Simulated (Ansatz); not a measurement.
Results of PBE (plane waves, PAW; Ansatz, an electronic-structure program) for bcc K.

Input file:

Ansatz 0.2 input:
```yaml
crystal:
  lattice:
    - [-2.5878506608, 2.5878506608, 2.5878506608]
    - [2.5878506608, -2.5878506608, 2.5878506608]
    - [2.5878506608, 2.5878506608, -2.5878506608]
  atoms:
    - { symbol: K, position: [0.0, 0.0, 0.0] }
basis:
  ecutwfc: 520
  ecutrho_ratio: 4
  xc_grid: 2
kpoints:
  mp_grid: { grid: [16, 16, 16] }
hamiltonian:
  xc: pbe
  dispersion: none
  pseudopotentials: { kind: paw }
scf:
  occupations: { method: fermi_dirac, width: 0.05 }
  convergence: { dr2_threshold: 0.000000001 }
output:
  forces: false
  stress: true
  eigenvalues: true
```

Output (set-up and result lines):

```
WARN output.stress: scf.convergence.dr2_threshold = 1e-9 eV is looser than the 1e-10 eV advised for a printed stress (1e-10 eV for each atom of the cell: 1)
Crystal: 1 atoms, lattice volume = 69.323 Å³
Basis set: ecut = 520 eV, 1865 PW (Γ), exchange–correlation on 72×72×72 points (8 copies of the dense FFT grid, shifted against one another)
Bands: 9, of which v1, the nominal top of the filled ones, is band 5 counted from 1 (4 counted from 0)
Symmetry: 48 space group operations
Space group: Im-3m (ITA 229), of the structure as read, at distance tolerance 4.1e-5 Å
k-points: 145 of 4096
Functional: x = pbe(κ = 0.804, μ = 0.2195149727645171), c = pbe(β = 0.06672455060314922)
SCF iter   1: F=—  HF=-1537.784225 eV  |F-HF|=—  |Δ(HF+E_count)|=         —  Δρ=2.84e-4  dr2=2.89e-5
SCF iter   2: F=—  HF=-1537.784019 eV  |F-HF|=—  |Δ(HF+E_count)|=   2.06e-4  Δρ=2.30e-4  dr2=3.54e-5
  ...
SCF iter   5: F=—  HF=-1537.784082 eV  |F-HF|=—  |Δ(HF+E_count)|=   6.14e-6  Δρ=1.08e-5  dr2=7.36e-8
SCF iter   6: F=-1537.784082 eV  HF=-1537.784082 eV  |F-HF|=6.29e-10  |Δ(HF+E_count)|=   6.62e-9  Δρ=9.15e-7  dr2=7.07e-10
SCF 1 converged in 6 iterations: F = -1537.784082 eV  dr2 = 7.07e-10
SCF converged after 6 iterations
Free energy (F): -1537.784082 eV
Internal energy: -1537.777956 eV  (E = F + TS)
E sigma→0 (E₀):  -1537.781019 eV
Fermi energy:    2.015318 eV
--- Stress (GPa, compression-positive) ---
        0.249150       0.000000       0.000000
        0.000000       0.249150       0.000000
        0.000000      -0.000000       0.249150
  P = ⅓ Tr σ = 0.2492 GPa (2.492 kbar)
```

The cell is one volume of an energy–volume scan, off the minimum.
